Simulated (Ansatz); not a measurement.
**SiH3 (doublet): wave-function methods side by side at distance Si1–H4 = 1.486 Å, cc-pVDZ**

Aim: climb from Hartree-Fock through coupled cluster and multireference methods for SiH3 (doublet) at one geometry and basis, and see what each rung misses.

Method: cc-pVDZ, core rule «outside noble gas», up to 5 orbitals frozen; program: Ansatz 0.2.0, Gaussian basis.

Plan: UHF; CCSD(T) on ROHF; CCSD(T) on UHF; BCCD(T) on ROHF; CISD; CCSDT(Q) on ROHF; CCSDT(Q) on UHF; CCSDTQ on ROHF; CCSDTQ on UHF; CASSCF and MRCISD+Q, 3 electrons in 3 orbitals; CASSCF and NEVPT2, 3 electrons in 3 orbitals; CASSCF and MRCISD+Q, 7 electrons in 7 orbitals; CASSCF and NEVPT2, 7 electrons in 7 orbitals; Full CI.

**1. What is computed**

The geometry derives from a PBE0/def2-TZVP stationary point (not a proven minimum). One bond is set to the value named and the two fragments are kept rigid.

4 atoms, charge 0, spin multiplicity 2.

Atoms are counted from 1 here; the program's logs count them from 0.

Bond lengths: Si1–H2 1.486 Å, Si1–H3 1.486 Å, Si1–H4 1.486 Å. Angles: H2–Si1–H3 111.3°, H2–Si1–H4 111.3°, H3–Si1–H4 111.3°.

**2. UHF**

in.yaml

```yaml
crystal:
  periodic: [false, false, false]
  atoms:
    - {symbol: Si, position_ang: [0.000090, -0.000062, -0.043737]}
    - {symbol: H, position_ang: [1.415348, 0.014593, 0.409118]}
    - {symbol: H, position_ang: [-0.721058, 1.220018, 0.403029]}
    - {symbol: H, position_ang: [-0.696788, -1.232882, 0.406559]}
basis:
  gaussian: {orbitals: cc-pVDZ}
magnetization: {spin_polarized: true, initial_magnetization: 1}
hamiltonian: {xc: hf}
output: {orbitals: {seedname: orbitals}}
```

Launch:

```console
> ansatz run in.yaml --threads 1 --pin off --events-out ev --progress --plain --max-ram 4096MiB --backend cpu
```

After this run come: CCSD(T) on ROHF; CCSD(T) on UHF; BCCD(T) on ROHF; CISD; CCSDT(Q) on ROHF; CCSDT(Q) on UHF; CCSDTQ on ROHF; CCSDTQ on UHF; CASSCF and MRCISD+Q, 3 electrons in 3 orbitals; CASSCF and NEVPT2, 3 electrons in 3 orbitals; CASSCF and MRCISD+Q, 7 electrons in 7 orbitals; CASSCF and NEVPT2, 7 electrons in 7 orbitals; Full CI.

**Question.** What will the summary of the whole plan be? Wanted: FCI below the RHF energy; RMP2 from FCI; UMP2 from FCI; RCCSD from FCI; RCCSD(T) from FCI; UCCSD(T) from FCI; RCCSDT(Q) from FCI; UCCSDT(Q) from FCI; NEVPT2 pair from FCI.

**Answer**, as computed:

| quantity | value |
| --- | --- |
| FCI below the RHF energy | -3.4108 eV |
| RMP2 from FCI | +808.5 meV |
| UMP2 from FCI | +802.6 meV |
| RCCSD from FCI | +78.1 meV |
| RCCSD(T) from FCI | +18.3 meV |
| UCCSD(T) from FCI | +18.0 meV |
| RCCSDT(Q) from FCI | +0.3 meV |
| UCCSDT(Q) from FCI | 0.0 meV |
| NEVPT2 pair from FCI | +817.6 meV |
| MRCISD+Q pair from FCI | -13.2 meV |
| NEVPT2 valence from FCI | +721.5 meV |
| levels within 1 kcal/mol (43 meV) | RCCSD(T), UCCSD(T), BCCD(T), RCCSDT, UCCSDT, RCCSDT(Q), UCCSDT(Q), RCCSDTQ, UCCSDTQ, MRCISD+Q pair, MRCISD+Q valence |
| T1 diagnostic | 0.017 |
| effectively unpaired electrons | 1.03 |

What this shows: RCCSD(T) misses by +18.3 meV, 0.5 % of the correlation energy. MRCISD+Q pair falls below full CI: the +Q correction isn't variational, and the cores differ from full CI's. One determinant dominates. Of the multireference levels listed MRCISD+Q valence comes nearest in total energy (+7.2 meV), which doesn't show that its space is the better one. These misses are within one basis, not against nature; the frozen cores of restricted and unrestricted runs differ, which can shift their rows.
